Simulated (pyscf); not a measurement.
Single points on ωB97X-D3(BJ)/def2-SVP structures (PySCF, gas phase). Correlated levels are frozen-core, on RHF or UHF. ΔMP2 is the change of the MP2 total energy from the triple- to the quadruple-zeta basis.

Problem. For :HSi–PH₂ [singlet] + PH₃ → H₂P–SiH₂–PH₂, an insertion (singlet surface; H–P broken, P–Si, H–Si formed), PBE/def2-TZVP gives ΔE‡ = -15.2 kJ/mol and ΔE = -209.8 kJ/mol (zero: the separated reactants). In which direction and how far do PBE0-D3(BJ)/def2-TZVP, ωB97M-D3(BJ)/def2-TZVP, CCSD(T)/def2-TZVPP + ΔMP2(QZVPP) move these?

Solution. PBE0-D3(BJ): ΔE‡ = -13.6 kJ/mol, ΔE = -231.9 kJ/mol; ωB97M-D3(BJ): ΔE‡ = 16.5 kJ/mol, ΔE = -211.7 kJ/mol; CCSD(T): ΔE‡ = 12.7 kJ/mol, ΔE = -216.0 kJ/mol. PBE's barrier lies under all of them, by 1.6 to 31.7 kJ/mol. Its reaction energy lies over all of them, by 1.9 to 22.1 kJ/mol. On the reactant side the descent ends in a complex, 18.6 kJ/mol under the separated species and 24.4 kJ/mol under the saddle at ωB97X-D3(BJ)/def2-TZVP. At PBE, PBE0-D3(BJ) the saddle lies under the separated reactants, which points to a path from their complex (located at ωB97X-D3(BJ) alone). :HSi–PH₂ [singlet] lies 47.9 kJ/mol over its isomer H₂Si=PH (electronic energy, ωB97M-D3(BJ)). This is the saddle that the search found; another between the same sides may lie lower. The CCSD(T) − MP2 part came from Ansatz, without density fitting, on the same reference.
